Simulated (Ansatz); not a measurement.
# BCl2+ (triplet): wave-function methods side by side, def2-TZVPP

The task here is to estimate one member of a computed series from the others.

Computed with Ansatz 0.2.0, Gaussian basis. Level: def2-TZVPP, core rule «outside noble gas», up to 11 orbitals frozen.

The runs, in order: UHF; ROHF; CCSD(T) on UHF.

### What is computed

The geometry is a PBE0/def2-TZVP stationary point (not a proven minimum) of the parent state, kept for this charge and spin.

3 atoms, charge 1, spin multiplicity 3.

Atoms are counted from 1 here; the program's logs count them from 0.

Bond lengths: B1–Cl2 1.837 Å, B1–Cl3 1.837 Å. Angles: Cl2–B1–Cl3 89.7°.

The first run:

Contents of in.yaml:

```yaml
crystal:
  periodic: [false, false, false]
  atoms:
    - {symbol: B, position_ang: [0.000000, -1.130054, 0.000000]}
    - {symbol: Cl, position_ang: [0.000000, 0.172299, -1.295539]}
    - {symbol: Cl, position_ang: [0.000000, 0.172299, 1.295539]}
basis:
  gaussian: {orbitals: def2-TZVPP}
total_charge: 1
magnetization: {spin_polarized: true, initial_magnetization: 2}
hamiltonian: {xc: hf}
output: {orbitals: {seedname: orbitals}}
```

On the command line:

```bash
ansatz run in.yaml --threads 1 --pin off --events-out ev --progress --plain --max-ram 4096MiB --backend cpu
```

Steps of the session up to this table: UHF; ROHF; CCSD(T) on UHF.

One of the session's tables, all rows but one given; the rest of the session is left out.

```
  method  from UCCSD(T) (kcal/mol)
    ROHF                   +311.64
     UHF                   +305.13
    UMP2                    +39.18
   UCCSD                         ?
UCCSD(T)                         0
```

Q: Estimate the row for UCCSD from the others.

As computed: from UCCSD(T) (kcal/mol): +15.48. In the column «from UCCSD(T) (kcal/mol)» it lies between UCCSD(T) (0) and UMP2 (+39.18).
